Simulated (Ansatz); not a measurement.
Correlation energies of H$_{6}$N$_{3}$P, SMILES `NP(N)N` by basis set

```xyz
10

N     1.059   -1.000    0.486
P    -0.286   -0.005    0.742
N    -1.145   -0.612   -0.625
N    -0.066    1.533    0.069
H     1.734   -1.037    1.233
H     1.481   -1.030   -0.434
H    -2.010   -0.107   -0.770
H    -1.349   -1.598   -0.525
H     0.309    1.610   -0.868
H     0.275    2.246    0.692
```

Total charge 0; spin multiplicity 1. Geometry: relaxed with PBE0-D4/def2-TZVP. It is one conformer, not always the lowest. Frozen core, restricted reference, Ansatz 0.2.0. CBS rows extrapolate triple and quadruple zeta; past MP2 they add the triple-zeta difference.

| basis | HF (Eh) | MP2 corr. | CCSD corr. | (T) | CCSD(T) total |
| --- | --- | --- | --- | --- | --- |
| def2-SVP | -507.36973 | -0.63077 | -0.67194 | -0.01830 | -508.05997 |
| def2-TZVPP | -507.70788 | -0.79932 | -0.83050 | -0.03368 | -508.57206 |
| def2-QZVPP | -507.72699 | -0.85931 | – | – | – |
| CBS(def2) | -507.72963 | -0.90374 | -0.93492 | as TZ | -508.69823 |
